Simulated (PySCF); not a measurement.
# Computed NMR parameters against published values

Geometry:
```csv
atom,x (Å),y (Å),z (Å)
C1,1.686,-0.123,-0.018
C2,0.493,-0.035,-0.008
C3,-0.948,0.072,0.004
H4,2.731,-0.206,-0.026
H5,-1.380,-0.655,-0.684
H6,-1.251,1.073,-0.302
H7,-1.328,-0.121,1.007
```

Measured values that the calculation should reproduce: δ ¹³C C2 80.4; C1 68.3; C3 3.7; δ ¹H H5/H6/H7 1.80 ppm (measured; solution, not stated per compound (mostly CDCl3 or CCl4); Pretsch, Buehlmann, Badertscher, Structure Determination of Organic Compounds, 4th ed. (2009)). Coupling constants: ¹J(C3,C2) 67.4 Hz, ¹J(C2,C1) 175.0 Hz, ²J(C3,C1) 11.8 Hz, ¹J(C3,H5) 131.6 Hz, ¹J(C1,H4) 248.1 Hz, ¹J(C3,H5) 132.0 Hz, ¹J(C1,H4) 248.0 Hz.

PySCF 2.14 calculation with shieldings: GIAO PBE0/pcSseg-1, geometry from GFN2-xTB and couplings computed with B3LYP/pcJ-1; one averaged value for each set of equivalent atoms, non-relativistic, gas phase, a single conformation.

Q: How close does the calculation come?

A: 
Reference values: measured (solution, not stated per compound (mostly CDCl3 or CCl4); Pretsch, Buehlmann, Badertscher, Structure Determination of Organic Compounds, 4th ed. (2009)).
| atoms | quantity | reference | computed | computed, scaled |
| --- | --- | --- | --- | --- |
| C2 | δ ¹³C | 80.4 | 84.3 | 79.9 |
| C1 | δ ¹³C | 68.3 | 73.8 | 69.7 |
| C3 | δ ¹³C | 3.7 | 4.3 | 2.0 |
| H5/H6/H7 | δ ¹H | 1.80 | 1.96 | 1.94 |

Computed shifts are σ(ref) − σ with the named reference compound (TMS for H and C) calculated as an isolated molecule at the same level. The measured values may be among those fitted. Shieldings were converted by linear fits to measured shifts (mostly CDCl3, TMS scale, for H and C): ¹³C: δ = 179.97 − 0.974σ (rms 2.1 ppm, 958 shifts, 2.3 ppm with the 13 outliers that the fit left out); ¹H: δ = 30.01 − 0.943σ (rms 0.17 ppm, 504 shifts, 0.18 ppm with the 4 outliers that the fit left out). Occasional misses reach two or three times the rms, and more in compound classes unlike the fitted ones.

Coupling constants in Hz:
| coupling | reference | computed | source |
| --- | --- | --- | --- |
| ¹J(C3,C2) | 67.4 | 73.5 | measured; Jessen and Sauer, arXiv:2312.00705 |
| ¹J(C2,C1) | 175.0 | 212.0 | measured; Jessen and Sauer, arXiv:2312.00705 |
| ²J(C3,C1) | 11.8 | 13.2 | measured; Jessen and Sauer, arXiv:2312.00705 |
| ¹J(C3,H5) | 131.6 | 137.3 | measured; Jessen and Sauer, arXiv:2312.00705 |
| ¹J(C1,H4) | 248.1 | 262.5 | measured; Jessen and Sauer, arXiv:2312.00705 |
| ¹J(C3,H5) | 132.0 | 137.3 | measured; liquid or solution (compiled); San Fabian, Garcia de la Vega, Suardiaz et al., Magn. Reson. Chem. 2013, 51, 775 (SI) |
| ¹J(C1,H4) | 248.0 | 262.5 | measured; liquid or solution (compiled); San Fabian, Garcia de la Vega, Suardiaz et al., Magn. Reson. Chem. 2013, 51, 775 (SI) |

Q: How far are the unscaled ¹³C shifts from the references?

A: Mean signed difference +3.33 ppm, mean absolute 3.33 ppm over 3 comparisons; the largest is +5.5 ppm at C1 (terminal alkyne carbon).

11 of the 16 published NMR values on file for this molecule are compared. The rest: other calculations.
